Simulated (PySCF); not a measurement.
Geometries of 2 isomers of C6H4N2S, from PySCF, PBE0-D3(BJ)/def2-SVP geometry optimisation, gas phase. One conformer each, no zero-point energy, no frequencies.

Question: Which is lower in electronic energy at this level?
A.
```xyz
13
angstrom
C      2.187   -0.145    0.199
S      1.825    1.613    0.299
C      0.094    1.597   -0.067
C     -0.609    0.529   -0.388
C     -1.295   -0.549   -0.698
C     -1.910   -1.384    0.287
N     -2.401   -2.082    1.071
C     -0.538    2.881    0.009
N     -1.028    3.929    0.072
H      2.012   -0.532   -0.814
H      1.594   -0.712    0.931
H      3.254   -0.242    0.444
H     -1.419   -0.851   -1.748
```
B.
```xyz
13
angstrom
C     -1.609    0.748    0.150
C     -1.703   -0.677    0.091
C     -0.593   -1.470   -0.041
C      0.677   -0.835   -0.117
N      1.862   -1.433   -0.246
S      2.978   -0.253   -0.278
N      2.027    1.057   -0.134
C      0.773    0.610   -0.054
C     -0.404    1.397    0.081
H     -2.529    1.329    0.254
H     -2.691   -1.139    0.153
H     -0.655   -2.558   -0.087
H     -0.323    2.484    0.125
```

Answer: B. That is BTD (`C1=CC2=NSN=C2C=C1`), 68.7 kcal/mol below the other.

| SMILES | atoms numbered as above | E (Eh) | relative (kcal/mol) | relative (kJ/mol) | dipole (D) |
| --- | --- | --- | --- | --- | --- |
| c1ccc2nsnc2c1 | [cH:1]1[cH:2][cH:3][c:4]2[n:5][s:6][n:7][c:8]2[cH:9]1 | -737.83178 | 0.0 | 0.0 | 1.73 |
| CSC(=C=CC#N)C#N | [CH3:1][S:2][C:3](=[C:4]=[CH:5][C:6]#[N:7])[C:8]#[N:9] | -737.72232 | 68.7 | 287.4 | 4.84 |

As drawn, the lower has an aromatic ring, which the higher lacks; the higher has a C≡N group, cumulated double bonds and a C=C bond outside aromatic rings, which the lower lacks.
